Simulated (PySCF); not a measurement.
Gas-phase reaction: 3 (CH3)3Si ⇌ SiH3 + C3H4 (allene) + 2 (CH3)3SiH

Computed with PySCF and rigid-rotor harmonic-oscillator thermochemistry at 1 bar. † marks an energy on the PBE0/def2-TZVP geometry and frequencies. MP2 freezes the core. Open shells (unrestricted): (CH3)3Si (multiplicity 2), SiH3 (multiplicity 2); the rest are closed-shell singlets. (CH3)3Si: computed as isolated molecules; such fragments, hydroxides, amides, oligomers or adducts are transient or little studied in the gas. MP2 isn't extrapolated to the basis-set limit.

ωB97M-V/def2-TZVP† gives ΔH°(298 K) = -7 kJ.

What do MP2/def2-TZVPP†, MP2/def2-SVP†, ωB97X-V/def2-TZVP† give?

MP2/def2-TZVPP†: 24 kJ; MP2/def2-SVP†: 14 kJ; ωB97X-V/def2-TZVP†: 8 kJ. For scale, ΔH°(298 K) is -7 kJ at this level, 8 kJ at ωB97X-V/def2-TZVP†, and runs from -180 to 45 kJ over the 18 levels computed.
